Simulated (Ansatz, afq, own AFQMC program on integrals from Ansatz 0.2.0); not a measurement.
# BH₂+ (singlet): quantum Monte Carlo beside coupled cluster, aug-cc-pVTZ

An exercise on one series of results from a longer session: the logs are not shown, and one member is left open.

Program: Ansatz 0.2.0, Gaussian basis, and an in-house AFQMC program (afq) on its integrals; all values are calculated. Level of theory: aug-cc-pVTZ, frozen cores. These are calculated values, not measurements.

To be run: Full CI; PBE (unrestricted); r2SCAN (unrestricted); PBE0 (unrestricted); CCSD(T) on RHF; B3LYP (unrestricted); wB97M-V (unrestricted); B2PLYP (unrestricted); Full CI; CCSDT(Q) on RHF; CCSD(T) on RHF; CCSD(T) on RHF; Phaseless AFQMC, CISD trial on RHF; Phaseless AFQMC, single-determinant trial on RHF; Free-projection AFQMC, CISD trial on RHF; UHF.

1 further run of the same task is left out (it didn't finish).

## The system

The geometry is a PBE0/def2-TZVP stationary point (not a proven minimum).

3 atoms, charge 1, spin multiplicity 1.

Atoms are counted from 1 here; the program's logs count them from 0.

Bond lengths: B1–H2 1.179 Å, B1–H3 1.179 Å. Angles: H2–B1–H3 180.0°.

Set-up of the first run:

The input, in.yaml:

```yaml
crystal:
  periodic: [false, false, false]
  atoms:
    - {symbol: B, position_ang: [0.000000, 0.000000, 0.000000]}
    - {symbol: H, position_ang: [0.000000, 0.000000, -1.179181]}
    - {symbol: H, position_ang: [0.000000, 0.000000, 1.179181]}
basis:
  gaussian: {orbitals: aug-cc-pVTZ}
total_charge: 1
correlation: {method: fci, electrons: outside_noble_gas}
```

Run with:

```console
$ ansatz run in.yaml --threads 1 --pin off --events-out ev --progress --plain --max-ram 16896MiB --backend cuda --devices 0, --max-vram 18GiB
```

Among the steps run: Full CI; PBE (unrestricted); r2SCAN (unrestricted); PBE0 (unrestricted); CCSD(T) on RHF; B3LYP (unrestricted); wB97M-V (unrestricted); B2PLYP (unrestricted); CCSDT(Q) on RHF; Phaseless AFQMC, CISD trial on RHF; Phaseless AFQMC, single-determinant trial on RHF; Free-projection AFQMC, CISD trial on RHF; UHF.

One of the session's tables, all rows but one given; the rest of the session is left out.

On the RHF determinant, counted from full CI (exact for this spin and basis):

```
                                                              level  from full CI (kcal/mol)
                                                                 HF                   +54.64
                                                                MP2                   +11.26
                                                               CCSD                    +0.77
                                                            CCSD(T)                    +0.17
                                                           CCSDT(Q)                     0.00
                                                            full CI                     0.00
              Phaseless AFQMC, CISD trial, step 0.005, 2000 walkers                    -0.02
Phaseless AFQMC, single-determinant trial, step 0.005, 2000 walkers                        ?
         Free-projection AFQMC, CISD trial, step 0.03, 2000 walkers                     0.00
```

Q: Estimate the row for Phaseless AFQMC, single-determinant trial, step 0.005, 2000 walkers from the others.

The run gave: from full CI (kcal/mol): -1.22. In the column «from full CI (kcal/mol)» it is the lowest.

The functionals' totals stand on their own zeros and serve differences with other points: PBE -695.935 eV; r2SCAN -696.766 eV; PBE0 -696.279 eV; B3LYP -697.696 eV; wB97M-V -696.994 eV; B2PLYP -696.813 eV.

Caveats from the session: On the RHF determinant, counted from full CI (exact for this spin and basis): On RHF the phaseless walk with the CISD trial lies -0.02 kcal/mol from full CI, within three error bars. Error bars are statistical and leave out the constraint, the time step and what remains of the start.
